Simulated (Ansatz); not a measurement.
Two isomers of C6H14O: A = `CC(C)CC(C)O`, B = `CCOC(C)(C)C`.

Program: Ansatz. Geometries: PBE0-D4/def2-TZVP. ΔE: electronic, gas phase. CCSD(T)/CBS adds triple-zeta CCSD(T) − MP2 to the extrapolated MP2 energy (def2 sets, frozen cores). DFT in def2-TZVPP. Each species was taken in one conformer, which may not be the lowest.

(1) Which is lower in electronic energy at CCSD(T)/CBS, and by how much? (Best estimate.)

(2) Give E(B) − E(A) in kcal/mol with B2PLYP, HF/def2-TZVPP, CCSD(T)/def2-SVP, LDA (SPW92), CCSD/def2-TZVPP, CCSD(T)/def2-TZVPP, BLYP-D4. (Estimate.)

Largest T1 diagnostic: 0.010.

## Answers

(1) Computed: A, by 6.8 kcal/mol.

(2) Computed: B2PLYP 5.7, HF/def2-TZVPP 5.2, CCSD(T)/def2-SVP 5.3, LDA (SPW92) 5.7, CCSD/def2-TZVPP 6.5, CCSD(T)/def2-TZVPP 6.3, BLYP-D4 4.6. None reverses the order clearly.

Leaving LDA and LC-ωPBE aside and taking each functional with its dispersion term where it has one, the values, not all of them listed here, spread over 2.4 kcal/mol, from BLYP-D4 to PBE-QIDH. From r2SCAN to r2SCAN0 (25 % exact exchange), in def2-TZVPP and without D4, E(B) − E(A) moves by +0.7 kcal/mol.
